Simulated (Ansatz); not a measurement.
System: 1T (CdI2-type) PdTe2. Method: BLYP (plane waves, PAW; Ansatz, a program for electronic structure).

Numerical settings: plane-wave cutoff 520 eV, 18×18×12 k mesh (along the axes of the cell as run), Fermi–Dirac smearing 0.05 eV, scalar-relativistic PAW data made under PBE.

Cell (relaxed at this level):

```
CELL_PARAMETERS angstrom
      4.18079     0.00000     0.00000
     -2.09040     3.62067     0.00000
      0.00000     0.00000     5.61303
ATOMIC_POSITIONS crystal
  Te 0.33333 0.66667 0.24801
  Te 0.66667 0.33333 0.75199
  Pd 0.00000 0.00000 0.00000
```

Question: Predict the bulk modulus and pressure derivative B′ of the bulk modulus.

Answer: 
bulk modulus: 21.3 GPa
pressure derivative B′ of the bulk modulus: 17.9

The run finds no gap.

Note: for a layered or molecular solid the relaxed cell lies over 5 % above the published volume, where the minimum can be shallow; the cell comes from a level without a dispersion term, which matters for the spacing of layers, chains or molecules; the volume lies 17 % above that of the published cell; the bulk modulus comes from volumes at which shape and atoms were relaxed.

Spin–orbit coupling is not included; it can open a gap where bands touch, and shift volumes and moduli.

Computed values are for the static lattice.

Computing time: about 29 core-minutes (a rough figure).
